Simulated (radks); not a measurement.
# S²⁺ in [He] 2s2 2p5 3s2 3p2 4p1: an all-electron calculation

An exercise on one series of results from a longer session: the logs are not shown, and one member is left open.

Program: radks (a radial shooting solver on a logarithmic mesh, Libxc functionals) version 1. Level of theory: non-relativistic Kohn-Sham, TPSS, spin-polarised, spherical densities, point nucleus; open shells are filled with parallel spins first. These are calculated values, not measurements, unless marked.

## What is computed

| Quantity | Value |
| --- | --- |
| element | sulfur (Z = 16) |
| charge | +2 |
| electrons | 14 |
| configuration | [He] 2s2 2p5 3s2 3p2 4p1 |

The outer shells:

S²⁺
```
[He] core
2s [↑↓]
2p [↑↓][↑↓][↑ ]
3s [↑↓]
3p [↑ ][↑ ][  ]
4p [↑ ][  ][  ]
```

Set-up of the first run:

The run's settings:

```text
Z 16
configuration [He] 2s2 2p5 3s2 3p2 4p1 4s0 3d0 5p0 4f0
relativity non-relativistic
functional tpss,tpss
spin polarised
nucleus point
```

Command:

```bash
> python run_ks.py task.json out
```

This one command runs every case of the session in turn.

One of the session's tables, all rows but one given; the rest of the session is left out.

It belongs to the step «Shells». Sizes of the orbitals, from the radial functions (bohr):

```
  level      <r>  outermost maximum (interpolated)  90 % within  nodes
  1s up        ?                                 ?            ?      ?
1s down  0.09710                            0.0637        0.173      0
  2s up   0.4678                             0.383        0.729      1
2s down   0.4694                             0.384        0.731      1
  2p up   0.4257                             0.318        0.703      0
2p down   0.4281                             0.320        0.708      0
  3s up    1.444                              1.27         2.13      2
3s down    1.467                              1.29         2.18      2
  3p up    1.549                              1.34         2.33      1
3p down    1.593                              1.37         2.42      1
  3d up    1.827                              1.43         2.93      0
3d down    1.938                              1.52         3.13      0
  4s up    3.674                              3.47         5.20      3
  4p up    4.079                              3.81         5.79      2
  4f up    5.573                              4.73         8.20      0
```

**Question.** Estimate the row for 1s up.

**Answer.** <r>: 0.09718; outermost maximum (interpolated): 0.0637; 90 % within: 0.173; nodes: 0. In the column «<r>» it lies between 1s down (0.09710) and 2p up (0.4257).
